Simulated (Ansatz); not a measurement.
Input file:

```yaml
crystal:
  periodic: [false, false, false]
  atoms:
    - {symbol: Si, position_ang: [-0.103589, 0.000000, 0.000000]}
    - {symbol: H, position_ang: [-0.598461, 1.399708, 0.000000]}
    - {symbol: H, position_ang: [-0.598461, -0.699854, 1.212183]}
    - {symbol: H, position_ang: [-0.598461, -0.699854, -1.212183]}
    - {symbol: H, position_ang: [1.968411, 0.000000, 0.000000]}
    - {symbol: H, position_ang: [2.713411, 0.000000, 0.000000]}
basis:
  gaussian: {orbitals: cc-pVTZ}
magnetization: {spin_polarized: true, initial_magnetization: 1}
hamiltonian: {xc: {name: PBE0}}
output: {forces: true, orbitals: {seedname: orbitals}}
```

```sh
$ ansatz run in.yaml --threads 2 --pin off --events-out ev --progress --plain --max-ram 16896MiB --backend cuda --devices 0, --max-vram 18GiB
```

The program prints:

```
584 factors; their error is unknown
mean field evaluation 1: about -7952.7099 eV, gradient 7.1e0 eV
mean field evaluation 2: about -7953.0296 eV, gradient 1.8e0 eV
mean field evaluation 4: about -7953.0550 eV, gradient 1.3e-1 eV
mean field evaluation 8: about -7953.0864 eV, gradient 1.6e-2 eV
mean field evaluation 16: about -7953.0864 eV, gradient 1.4e-5 eV
mean field -7953.08640614 eV, -292.2705346302 hartree, gradient 1.4e-5 eV, S^2 0.754632; 0 other end points of the search recorded, 0 dependent functions left out
the calculation of the forces begins
reference -7953.08643581 eV, -292.2705357203 hartree; 10, 9 occupied and 94, 95 virtual orbitals, 584 factors
Total energy: -7953.08643581 eV, -292.2705357203 hartree
Atom 0 at    -0.103589     0.000000     0.000000 Å, force    -0.790466    -0.000007     0.000000 eV/Å
Atom 1 at    -0.598461     1.399708     0.000000 Å, force     0.034427     0.131310    -0.000000 eV/Å
Atom 2 at    -0.598461    -0.699854     1.212183 Å, force     0.034445    -0.065649     0.113701 eV/Å
Atom 3 at    -0.598461    -0.699854    -1.212183 Å, force     0.034445    -0.065649    -0.113701 eV/Å
Atom 4 at     1.968411     0.000000     0.000000 Å, force    -0.582265     0.000006     0.000000 eV/Å
Atom 5 at     2.713411     0.000000     0.000000 Å, force     1.269414    -0.000011    -0.000000 eV/Å
Dipole moment:     0.059239    -0.000000    -0.000000 e Å
```

Forces (eV/Å):
```
Si  -0.790  0.000  0.000
H    0.034  0.131  0.000
H    0.034 -0.066  0.114
H    0.034 -0.066 -0.114
H   -0.582  0.000  0.000
H    1.269  0.000  0.000
```

Ran on 2 threads of AMD EPYC 7R13 with a shared H100 80 GB, shared host: 2.1 s wall, 0.81 GiB peak host memory.
